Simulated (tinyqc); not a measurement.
Worked calculation (part 1 of 2): CCSD on RHF in the sto-6g basis, for BH3, spin multiplicity 1. Computed by tinyqc, a small Python program that keeps every step (integrals from PySCF). Settings: charge = 0, multiplicity = 1, basis = sto-6g, method = RHF, energy threshold = 1e-10, iteration cap = 57, orthogonalisation = symmetric, start = core, DIIS depth = 6, amplitude equations = CCSD, DIIS depth for amplitudes = 0, cap on updates = 75. Command: `OMP_NUM_THREADS=1 python tinyqc.py 31679 31680 out.jsonl` (the two numbers bound the seeds that draw the settings). One thread of a shared host (Intel(R) Xeon(R) Processor @ 2.60GHz), about 0.3 s of CPU time with the checks. The early iterations of the SCF are left out here.

## One-electron integrals

Geometry (angstrom):
```
atom          x          y         z
B      0.000000   0.000000  0.011000
H      1.174000   0.000000  0.000000
H     -0.587000   1.016000  0.000000
H     -0.587000  -1.016000  0.000000
```

Basis sto-6g: exponents (1/bohr^2) and contraction coefficients of normalised primitives:
```
element  l (shell)    exponent  coefficient
B            s (1)  506.011147     0.009164
B            s (1)   92.776814     0.049362
B            s (1)   25.955658     0.168538
B            s (1)    8.916445     0.370563
B            s (1)    3.462507     0.416492
B            s (1)    1.426054     0.130334
B            s (2)   23.194575    -0.013253
B            s (2)    4.590810    -0.046992
B            s (2)    1.426819    -0.033785
B            s (2)    0.548948     0.250242
B            s (2)    0.238410     0.595117
B            s (2)    0.109280     0.240706
B            p (3)   23.194575     0.003760
B            p (3)    4.590810     0.037679
B            p (3)    1.426819     0.173897
B            p (3)    0.548948     0.418036
B            p (3)    0.238410     0.425859
B            p (3)    0.109280     0.101708
H            s (1)   35.523221     0.009164
H            s (1)    6.513144     0.049361
H            s (1)    1.822143     0.168538
H            s (1)    0.625955     0.370563
H            s (1)    0.243077     0.416492
H            s (1)    0.100112     0.130334
```

Overlap, kinetic and nuclear-attraction integrals over the contracted functions; the nuclear repulsion is the sum of Za Zb / Rab.

nuclear repulsion = 7.54427666 hartree

overlap S, lower triangle:
```
           1B 1s     1B 2s     1B 2px     1B 2py     1B 2pz     2H 1s     3H 1s     4H 1s
1B 1s   1.000000
1B 2s   0.264891  1.000000
1B 2px  0.000000  0.000000   1.000000
1B 2py  0.000000  0.000000   0.000000   1.000000
1B 2pz  0.000000  0.000000   0.000000   0.000000   1.000000
2H 1s   0.071612  0.484453   0.493528   0.000000  -0.004624  1.000000
3H 1s   0.071712  0.484773  -0.246996   0.427509  -0.004629  0.113704  1.000000
4H 1s   0.071712  0.484773  -0.246996  -0.427509  -0.004629  0.113704  0.113900  1.000000
```

kinetic energy T (hartree), lower triangle:
```
            1B 1s     1B 2s     1B 2px     1B 2py     1B 2pz      2H 1s      3H 1s     4H 1s
1B 1s   10.947243
1B 2s   -0.333880  0.374498
1B 2px   0.000000  0.000000   1.125026
1B 2py   0.000000  0.000000   0.000000   1.125026
1B 2pz   0.000000  0.000000   0.000000   0.000000   1.125026
2H 1s   -0.010438  0.092342   0.238410   0.000000  -0.002234   0.768522
3H 1s   -0.010425  0.092502  -0.119420   0.206696  -0.002238  -0.011844   0.768522
4H 1s   -0.010425  0.092502  -0.119420  -0.206696  -0.002238  -0.011844  -0.011837  0.768522
```

nuclear attraction V (hartree), lower triangle:
```
             1B 1s      1B 2s     1B 2px     1B 2py     1B 2pz      2H 1s      3H 1s      4H 1s
1B 1s   -24.744378
1B 2s    -3.102491  -5.051641
1B 2px    0.000032   0.000202  -5.113483
1B 2py    0.000000   0.000000   0.000000  -5.113462
1B 2pz    0.000565   0.004628  -0.000002   0.000000  -4.927537
2H 1s    -0.925606  -2.162884  -2.087884   0.000000   0.020540  -3.979074
3H 1s    -0.926927  -2.164786   1.045232  -1.809028   0.020564  -0.490148  -3.980293
4H 1s    -0.926927  -2.164786   1.045232   1.809028   0.020564  -0.490148  -0.491022  -3.980293
```

core Hamiltonian H = T + V (hartree), lower triangle:
```
             1B 1s      1B 2s     1B 2px     1B 2py     1B 2pz      2H 1s      3H 1s      4H 1s
1B 1s   -13.797135
1B 2s    -3.436371  -4.677143
1B 2px    0.000032   0.000202  -3.988457
1B 2py    0.000000   0.000000   0.000000  -3.988436
1B 2pz    0.000565   0.004628  -0.000002   0.000000  -3.802511
2H 1s    -0.936044  -2.070541  -1.849474   0.000000   0.018306  -3.210552
3H 1s    -0.937352  -2.072284   0.925812  -1.602333   0.018327  -0.501992  -3.211771
4H 1s    -0.937352  -2.072284   0.925812   1.602333   0.018327  -0.501992  -0.502859  -3.211771
```

## Two-electron integrals

Functions are numbered as in S; the eight-fold symmetry (ij|kl) = (ji|kl) = (kl|ij) leaves the list below.

Two-electron integrals (ij|kl) in chemists' order, unique and non-zero (hartree):
```
(11|11) 2.924993    (21|11) 0.480756    (21|21) 0.099484    (22|11) 0.743449
(22|21) 0.188967    (22|22) 0.544922    (31|31) 0.021096    (32|31) 0.030854
(32|32) 0.120443    (33|11) 0.743450    (33|21) 0.188967    (33|22) 0.544922
(33|33) 0.587109    (41|41) 0.021096    (42|41) 0.030854    (42|42) 0.120443
(43|43) 0.031641    (44|11) 0.743450    (44|21) 0.188967    (44|22) 0.544922
(44|33) 0.523827    (44|44) 0.587109    (51|51) 0.021096    (52|51) 0.030854
(52|52) 0.120443    (53|53) 0.031641    (54|54) 0.031641    (55|11) 0.743450
(55|21) 0.188967    (55|22) 0.544922    (55|33) 0.523827    (55|44) 0.523827
(55|55) 0.587109    (61|11) 0.135353    (61|21) 0.027092    (61|22) 0.050895
(61|31) 0.002123    (61|32) 0.004010    (61|33) 0.051450    (61|44) 0.050617
(61|51) -0.000020   (61|52) -0.000038   (61|53) -0.000008   (61|55) 0.050617
(61|61) 0.007655    (62|11) 0.292401    (62|21) 0.075389    (62|22) 0.235521
(62|31) 0.008807    (62|32) 0.049691    (62|33) 0.248232    (62|44) 0.229164
(62|51) -0.000083   (62|52) -0.000466   (62|53) -0.000179   (62|55) 0.229166
(62|61) 0.021705    (62|62) 0.135323    (63|11) 0.264054    (63|21) 0.069113
(63|22) 0.227525    (63|31) 0.015317    (63|32) 0.080785    (63|33) 0.251611
(63|44) 0.215481    (63|51) -0.000065   (63|52) -0.000412   (63|53) -0.000249
(63|55) 0.215483    (63|61) 0.021027    (63|62) 0.153430    (63|63) 0.186151
(64|41) 0.008336    (64|42) 0.036766    (64|43) 0.009561    (64|54) -0.000090
(64|64) 0.015839    (65|11) -0.002474   (65|21) -0.000648   (65|22) -0.002132
(65|31) -0.000065   (65|32) -0.000412   (65|33) -0.002178   (65|44) -0.002019
(65|51) 0.008337    (65|52) 0.036770    (65|53) 0.009563    (65|55) -0.002198
(65|61) -0.000197   (65|62) -0.001438   (65|63) -0.001596   (65|65) 0.015854
(66|11) 0.443073    (66|21) 0.116690    (66|22) 0.408674    (66|31) 0.017604
(66|32) 0.127565    (66|33) 0.457453    (66|44) 0.384282    (66|51) -0.000165
(66|52) -0.001195   (66|53) -0.000686   (66|55) 0.384288    (66|61) 0.034567
(66|62) 0.292062    (66|63) 0.361506    (66|65) -0.003387   (66|66) 0.774999
(71|11) 0.135544    (71|21) 0.027131    (71|22) 0.050966    (71|31) -0.001063
(71|32) -0.002009   (71|33) 0.050896    (71|41) 0.001841    (71|42) 0.003477
(71|43) -0.000361   (71|44) 0.051313    (71|51) -0.000020   (71|52) -0.000038
(71|53) 3.91e-06    (71|54) -0.000007   (71|55) 0.050688    (71|61) 0.007309
(71|62) 0.019727    (71|63) 0.017594    (71|64) 0.000878    (71|65) -0.000179
(71|66) 0.030238    (71|71) 0.007677    (72|11) 0.292666    (72|21) 0.075456
(72|22) 0.235713    (72|31) -0.004410   (72|32) -0.024875   (72|33) 0.234127
(72|41) 0.007632    (72|42) 0.043054    (72|43) -0.008264   (72|44) 0.243656
(72|51) -0.000083   (72|52) -0.000466   (72|53) 0.000089    (72|54) -0.000155
(72|55) 0.229354    (72|61) 0.019718    (72|62) 0.092557    (72|63) 0.083183
(72|64) 0.011116    (72|65) -0.000960   (72|66) 0.154814    (72|71) 0.021755
(72|72) 0.135515    (73|11) -0.132185   (73|21) -0.034597   (73|22) -0.113889
(73|31) 0.010094    (73|32) 0.047825    (73|33) -0.119564   (73|41) -0.003026
(73|42) -0.019076   (73|43) 0.011972    (73|44) -0.114242   (73|51) 0.000033
(73|52) 0.000207    (73|53) -0.000130   (73|54) 0.000069    (73|55) -0.107861
(73|61) -0.008035   (73|62) -0.031973   (73|63) -0.020143   (73|64) -0.002720
(73|65) 0.000326    (73|66) -0.044871   (73|71) -0.010541   (73|72) -0.076848
(73|73) 0.058532    (74|11) 0.228790    (74|21) 0.059882    (74|22) 0.197123
(74|31) -0.003026   (74|32) -0.019076   (74|33) 0.190375    (74|41) 0.013584
(74|42) 0.069821    (74|43) -0.011168   (74|44) 0.214304    (74|51) -0.000057
(74|52) -0.000357   (74|53) 0.000069    (74|54) -0.000209   (74|55) 0.186689
(74|61) 0.015662    (74|62) 0.077569    (74|63) 0.069387    (74|64) 0.018368
(74|65) -0.000787   (74|66) 0.129772    (74|71) 0.018245    (74|72) 0.133011
(74|73) -0.073847   (74|74) 0.143683    (75|11) -0.002477   (75|21) -0.000648
(75|22) -0.002134   (75|31) 0.000033    (75|32) 0.000207    (75|33) -0.002061
(75|41) -0.000057   (75|42) -0.000357   (75|43) 0.000069    (75|44) -0.002141
(75|51) 0.008347    (75|52) 0.036807    (75|53) -0.004788   (75|54) 0.008287
(75|55) -0.002201   (75|61) -0.000179   (75|62) -0.000960   (75|63) -0.000845
(75|64) -0.000111   (75|65) 0.009947    (75|66) -0.001687   (75|71) -0.000198
(75|72) -0.001440   (75|73) 0.000800    (75|74) -0.001384   (75|75) 0.015882
(76|11) 0.066343    (76|21) 0.017074    (76|22) 0.053834    (76|31) 0.000842
(76|32) 0.004763    (76|33) 0.054366    (76|41) 0.001459    (76|42) 0.008248
(76|43) 0.000384    (76|44) 0.054808    (76|51) -0.000032   (76|52) -0.000179
(76|53) -0.000025   (76|54) -0.000044   (76|55) 0.052329    (76|61) 0.004732
(76|62) 0.026699    (76|63) 0.027978    (76|64) 0.002875    (76|65) -0.000309
(76|66) 0.052406    (76|71) 0.004738    (76|72) 0.026716    (76|73) -0.011509
(76|74) 0.025674    (76|75) -0.000309   (76|76) 0.006522    (77|11) 0.443288
(77|21) 0.116745    (77|22) 0.408817    (77|31) -0.008814   (77|32) -0.063842
(77|33) 0.402735    (77|41) 0.015255    (77|42) 0.110499    (77|43) -0.031706
(77|44) 0.439294    (77|51) -0.000165   (77|52) -0.001196   (77|53) 0.000343
(77|54) -0.000594   (77|55) 0.384423    (77|61) 0.030210    (77|62) 0.154738
(77|63) 0.134784    (77|64) 0.026051    (77|65) -0.001686   (77|66) 0.259478
(77|71) 0.034632    (77|72) 0.292296    (77|73) -0.180959   (77|74) 0.313211
(77|75) -0.003391   (77|76) 0.052406    (77|77) 0.774999    (81|11) 0.135544
(81|21) 0.027131    (81|22) 0.050966    (81|31) -0.001063   (81|32) -0.002009
(81|33) 0.050896    (81|41) -0.001841   (81|42) -0.003477   (81|43) 0.000361
(81|44) 0.051313    (81|51) -0.000020   (81|52) -0.000038   (81|53) 3.91e-06
(81|54) 0.000007    (81|55) 0.050688    (81|61) 0.007309    (81|62) 0.019727
(81|63) 0.017594    (81|64) -0.000878   (81|65) -0.000179   (81|66) 0.030238
(81|71) 0.007320    (81|72) 0.019746    (81|73) -0.009570   (81|74) 0.014805
(81|75) -0.000179   (81|76) 0.004386    (81|77) 0.030254    (81|81) 0.007677
(82|11) 0.292666    (82|21) 0.075456    (82|22) 0.235713    (82|31) -0.004410
(82|32) -0.024875   (82|33) 0.234127    (82|41) -0.007632   (82|42) -0.043054
(82|43) 0.008264    (82|44) 0.243656    (82|51) -0.000083   (82|52) -0.000466
(82|53) 0.000089    (82|54) 0.000155    (82|55) 0.229354    (82|61) 0.019718
(82|62) 0.092557    (82|63) 0.083183    (82|64) -0.011116   (82|65) -0.000960
(82|66) 0.154814    (82|71) 0.019746    (82|72) 0.092646    (82|73) -0.051289
(82|74) 0.066511    (82|75) -0.000961   (82|76) 0.019936    (82|77) 0.154892
(82|81) 0.021755    (82|82) 0.135515    (83|11) -0.132185   (83|21) -0.034597
(83|22) -0.113889   (83|31) 0.010094    (83|32) 0.047825    (83|33) -0.119564
(83|41) 0.003026    (83|42) 0.019076    (83|43) -0.011972   (83|44) -0.114242
(83|51) 0.000033    (83|52) 0.000207    (83|53) -0.000130   (83|54) -0.000069
(83|55) -0.107861   (83|61) -0.008035   (83|62) -0.031973   (83|63) -0.020143
(83|64) 0.002720    (83|65) 0.000326    (83|66) -0.044871   (83|71) -0.009570
(83|72) -0.051289   (83|73) 0.037684    (83|74) -0.036096   (83|75) 0.000520
(83|76) -0.008588   (83|77) -0.090084   (83|81) -0.010541   (83|82) -0.076848
(83|83) 0.058532    (84|11) -0.228790   (84|21) -0.059882   (84|22) -0.197123
(84|31) 0.003026    (84|32) 0.019076    (84|33) -0.190375   (84|41) 0.013584
(84|42) 0.069821    (84|43) -0.011168   (84|44) -0.214304   (84|51) 0.000057
(84|52) 0.000357    (84|53) -0.000069   (84|54) -0.000209   (84|55) -0.186689
(84|61) -0.015662   (84|62) -0.077569   (84|63) -0.069387   (84|64) 0.018368
(84|65) 0.000787    (84|66) -0.129772   (84|71) -0.014805   (84|72) -0.066511
(84|73) 0.036096    (84|74) -0.039373   (84|75) 0.000676    (84|76) -0.014863
(84|77) -0.103744   (84|81) -0.018245   (84|82) -0.133011   (84|83) 0.073847
(84|84) 0.143683    (85|11) -0.002477   (85|21) -0.000648   (85|22) -0.002134
(85|31) 0.000033    (85|32) 0.000207    (85|33) -0.002061   (85|41) 0.000057
(85|42) 0.000357    (85|43) -0.000069   (85|44) -0.002141   (85|51) 0.008347
(85|52) 0.036807    (85|53) -0.004788   (85|54) -0.008287   (85|55) -0.002201
(85|61) -0.000179   (85|62) -0.000960   (85|63) -0.000845   (85|64) 0.000111
(85|65) 0.009947    (85|66) -0.001687   (85|71) -0.000179   (85|72) -0.000961
(85|73) 0.000520    (85|74) -0.000676   (85|75) 0.009959    (85|76) -0.000224
(85|77) -0.001688   (85|81) -0.000198   (85|82) -0.001440   (85|83) 0.000800
(85|84) 0.001384    (85|85) 0.015882    (86|11) 0.066343    (86|21) 0.017074
(86|22) 0.053834    (86|31) 0.000842    (86|32) 0.004763    (86|33) 0.054366
(86|41) -0.001459   (86|42) -0.008248   (86|43) -0.000384   (86|44) 0.054808
(86|51) -0.000032   (86|52) -0.000179   (86|53) -0.000025   (86|54) 0.000044
(86|55) 0.052329    (86|61) 0.004732    (86|62) 0.026699    (86|63) 0.027978
(86|64) -0.002875   (86|65) -0.000309   (86|66) 0.052406    (86|71) 0.004386
(86|72) 0.019936    (86|73) -0.008588   (86|74) 0.014863    (86|75) -0.000224
(86|76) 0.005154    (86|77) 0.032661    (86|81) 0.004738    (86|82) 0.026716
(86|83) -0.011509   (86|84) -0.025674   (86|85) -0.000309   (86|86) 0.006522
(87|11) 0.066457    (87|21) 0.017104    (87|22) 0.053928    (87|31) -0.001688
(87|32) -0.009547   (87|33) 0.055128    (87|44) 0.054236    (87|51) -0.000032
(87|52) -0.000179   (87|53) 0.000051    (87|55) 0.052419    (87|61) 0.004387
(87|62) 0.019952    (87|63) 0.017184    (87|65) -0.000225   (87|66) 0.032703
(87|71) 0.004747    (87|72) 0.026767    (87|73) -0.016527   (87|74) 0.022839
(87|75) -0.000310   (87|76) 0.005162    (87|77) 0.052511    (87|81) 0.004747
(87|82) 0.026767    (87|83) -0.016527   (87|84) -0.022839   (87|85) -0.000310
(87|86) 0.005162    (87|87) 0.006546    (88|11) 0.443288    (88|21) 0.116745
(88|22) 0.408817    (88|31) -0.008814   (88|32) -0.063842   (88|33) 0.402735
(88|41) -0.015255   (88|42) -0.110499   (88|43) 0.031706    (88|44) 0.439294
(88|51) -0.000165   (88|52) -0.001196   (88|53) 0.000343    (88|54) 0.000594
(88|55) 0.384423    (88|61) 0.030210    (88|62) 0.154738    (88|63) 0.134784
(88|64) -0.026051   (88|65) -0.001686   (88|66) 0.259478    (88|71) 0.030254
(88|72) 0.154892    (88|73) -0.090084   (88|74) 0.103744    (88|75) -0.001688
(88|76) 0.032661    (88|77) 0.259612    (88|81) 0.034632    (88|82) 0.292296
(88|83) -0.180959   (88|84) -0.313211   (88|85) -0.003391   (88|86) 0.052406
(88|87) 0.052511    (88|88) 0.774999
```

## Orthogonalisation

S = U s U^T; symmetric (Loewdin) form X = U s^(-1/2) U^T, so that X^T S X = 1.

eigenvalues of S: 0.247075  0.335785  0.335882  0.949324  1.000115  1.550315  1.550480  2.031024

X, lower triangle:
```
            1B 1s      1B 2s     1B 2px     1B 2py    1B 2pz      2H 1s      3H 1s     4H 1s
1B 1s    1.031789
1B 2s   -0.175633   1.457989
1B 2px   0.000015  -0.000343   1.221133
1B 2py   0.000000   0.000000   0.000000   1.221166
1B 2pz   0.000344  -0.004018   0.000004   0.000000  1.000038
2H 1s    0.024500  -0.359020  -0.374710   0.000000  0.003364   1.288025
3H 1s    0.024501  -0.359512   0.187649  -0.324743  0.003370  -0.019220   1.288525
4H 1s    0.024501  -0.359512   0.187649   0.324743  0.003370  -0.019220  -0.019162  1.288525
```

## Iteration 7 (converged): orbitals

converged F (hartree), lower triangle:
```
            1B 1s      1B 2s     1B 2px     1B 2py    1B 2pz      2H 1s      3H 1s      4H 1s
1B 1s   -7.521329
1B 2s   -2.113585  -1.062362
1B 2px   0.000009   0.000179  -0.215857
1B 2py   0.000000   0.000000   0.000000  -0.215916
1B 2pz  -0.000184   0.003169  -0.000004   0.000000  0.233571
2H 1s   -0.577826  -0.577493  -0.400154   0.000000  0.002946  -0.418641
3H 1s   -0.578623  -0.577918   0.200249  -0.346607  0.002950  -0.167120  -0.419069
4H 1s   -0.578623  -0.577918   0.200249   0.346607  0.002950  -0.167120  -0.167394  -0.419069
```

Diagonalise F' = X^T F X, C = X C', fill 4 alpha and 4 beta electrons from the bottom; D = 2 C_occ C_occ^T. Each column has its largest component positive (the first on a tie).

F' = X^T F X (hartree), lower triangle:
```
           1          2          3          4         5          6          7         8
1  -7.348028
2  -1.110343  -0.102442
3  -0.000019  -0.000204   0.174784
4   0.000000   0.000000   0.000000   0.174742
5  -0.000013  -0.002377   0.000001   0.000000  0.233628
6  -0.092156  -0.415834  -0.501050   0.000000  0.003634   0.061872
7  -0.092441  -0.416223   0.250772  -0.434101  0.003640  -0.050793   0.062073
8  -0.092441  -0.416223   0.250772   0.434101  0.003640  -0.050793  -0.050774  0.062073
```

orbital energies (hartree): MO1 -7.523822, MO2 -0.673336, MO3 -0.470896, MO4 -0.470882, MO5 0.233561, MO6 0.707183, MO7 0.758408, MO8 0.758486

coefficients C:
```
              MO1        MO2        MO3        MO4        MO5        MO6        MO7        MO8
1B 1s    0.994201  -0.220026   0.000000  -0.000112  -0.003530  -0.245712   0.002101   0.000000
1B 2s    0.024831   0.546203   0.000000   0.000442   0.016850   1.498189  -0.013418   0.000000
1B 2px  -0.000006  -0.000291   0.000000   0.508627   0.000000   0.009835   1.201332   0.000000
1B 2py   0.000000   0.000000   0.508660   0.000000   0.000000   0.000000   0.000000   1.201428
1B 2pz  -0.000041  -0.001797   0.000000   0.000001   0.999868  -0.019644   0.000171   0.000000
2H 1s   -0.004403   0.282508   0.000000   0.515524  -0.005305  -0.763591  -1.000483   0.000000
3H 1s   -0.004407   0.282927   0.446328  -0.257485  -0.005299  -0.751155   0.510348  -0.872509
4H 1s   -0.004407   0.282927  -0.446328  -0.257485  -0.005299  -0.751155   0.510348   0.872509
```

D after iteration 7, lower triangle:
```
            1B 1s      1B 2s     1B 2px     1B 2py     1B 2pz      2H 1s      3H 1s     4H 1s
1B 1s    2.073692
1B 2s   -0.190983   0.597909
1B 2px   0.000003   0.000132   0.517404
1B 2py   0.000000   0.000000   0.000000   0.517470
1B 2pz   0.000709  -0.001965   0.000002   0.000000   0.000006
2H 1s   -0.133188   0.308851   0.524255   0.000000  -0.001014   0.691190
3H 1s   -0.133207   0.308624  -0.262092   0.454058  -0.001017  -0.105582   0.691148
4H 1s   -0.133207   0.308624  -0.262092  -0.454058  -0.001017  -0.105582  -0.105686  0.691148
```

## Convergence

Stop when the energy changes by less than 1e-10 hartree and every element of the error matrix X^T (F D S - S D F) X is below 3e-06.

Course of the cycle:
```
iteration   E (hartree)     change  largest element of the error matrix
1          -24.17259830          -                             7.91e-01
2          -26.32669296  -2.15e+00                             1.08e-01
3          -26.33037895  -3.69e-03                             8.71e-03
4          -26.33039222  -1.33e-05                             1.98e-04
5          -26.33039235  -1.30e-07                             3.95e-05
6          -26.33039235  -1.20e-09                             9.13e-07
7          -26.33039235  -3.57e-12                             1.63e-07
```

PySCF RHF in the same basis = -26.33039235 hartree

Converged in 7 iterations.
